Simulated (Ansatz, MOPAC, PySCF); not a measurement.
System: hydrogen peroxide, H2O2 (charge 0, singlet). SMILES: OO
Geometry from a B3LYP-D3(BJ)/def2-TZVP (Ansatz, a program for electronic structure) optimisation:
```
O
H 1 0.9680
O 1 1.4504 2 100.54
H 3 0.9680 1 100.54 2 115.91
```
Charge 0, spin multiplicity 1.

Unscaled harmonic wavenumbers (cm⁻¹) in rising order, each level at the stationary point that it reaches from this structure (no distance between atoms moves by over 0.3 Å); the order of modes can differ between levels, and a negative number is imaginary. B3LYP-D3(BJ)/def2-TZVP (PySCF, at the structure above): 368, 948, 1314, 1440, 3744, 3744.

PM7 (MOPAC): 137, 1070, 1243, 1517, 2866, 2881. Zero-point energy 13.9 against 16.5 kcal/mol; where all levels lie over 400 cm⁻¹, the wavenumbers are on average 0.933 times those of B3LYP-D3(BJ)/def2-TZVP.

HF/6-31G* (Ansatz): 397, 1151, 1492, 1635, 4090, 4092. Zero-point energy 18.4 against 16.5 kcal/mol; where all levels lie over 400 cm⁻¹, the wavenumbers are on average 1.134 times those of B3LYP-D3(BJ)/def2-TZVP.
